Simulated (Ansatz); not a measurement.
A nudged elastic band was laid between two geometries of AlClH₄ (6 atoms, charge 0, multiplicity 1).

These are results of RKS BHLYP-D4/def2-SVP in Ansatz, not measurements.

```yaml
movable_images: 7
climbing_image: yes
spring: 5.0 eV/Å²
optimiser: quadratic models (default)
start_path: through a guess of the saddle point
force_threshold: 0.03 eV/Å
iteration_limit: 60
end_points: relaxed
```

First end point:

```xyz
6
Properties=species:S:1:pos:R:3
Al 0.001 0.165 0.014
H -0.004 0.690 1.507
H 1.364 0.119 -0.779
H -1.367 0.042 -0.761
Cl 0.079 -2.383 0.944
H 0.076 -2.014 2.173
```

Last end point:

```xyz
6
Properties=species:S:1:pos:R:3
Al 0.021 -0.609 -0.220
H 0.011 0.242 1.948
H 1.383 0.124 -0.457
H -1.382 0.046 -0.439
Cl 0.083 -2.683 0.177
H 0.034 -0.500 2.090
```

Question: Which bonds break or form, and what moves?

Answer: Bonds broken: Al1–H2, Cl5–H6. Bonds formed: H2–H6. AlClH4 becomes AlClH2 + H2.

Question: Give the energies along the band, and the barrier.

Answer: The forces met the threshold. The highest image is number 4 of 0 to 8, 5.3 kcal/mol above the first end and 34.6 kcal/mol above the last; the last end lies 29.4 kcal/mol below the first. A vibrational analysis at the climbing image gives one clearly imaginary mode, 787i cm⁻¹: a first-order saddle point. The orbitals stay closed-shell, which can raise the energy where a bond breaks towards radicals; this wasn't checked here.

```csv
image,path coordinate (Å),energy (kcal/mol),Al1–H2 (Å),Cl5–H6 (Å),H2–H6 (Å)
0,0.00,0.0,1.58,1.28,2.79
1,0.31,0.5,1.59,1.28,2.37
2,0.62,1.7,1.59,1.29,1.99
3,0.92,3.4,1.61,1.32,1.62
4,1.23,5.3,1.66,1.42,1.26
5,1.59,-5.4,1.78,1.75,0.91
6,1.95,-21.7,1.98,2.10,0.78
7,2.31,-28.1,2.18,2.49,0.76
8,2.68,-29.4,2.33,2.90,0.76
```

Question: What is the geometry of the highest image?

Answer: 
```xyz
6
Properties=species:S:1:pos:R:3
Al 0.010 -0.106 0.031
H 0.015 0.088 1.677
H 1.401 0.150 -0.640
H -1.402 0.073 -0.622
Cl 0.077 -2.410 0.973
H 0.049 -1.176 1.679
```

Question: What are the harmonic wavenumbers there?

Answer: 787i, 300, 416, 615, 732, 822, 1011, 1107, 1525, 1874, 2026, 2040 cm⁻¹.

The band took 9 iterations and about 90 core-seconds.

Run time: 90 s on 1 thread of Arm Neoverse V1 (shared host), peak memory 0.1 GiB.
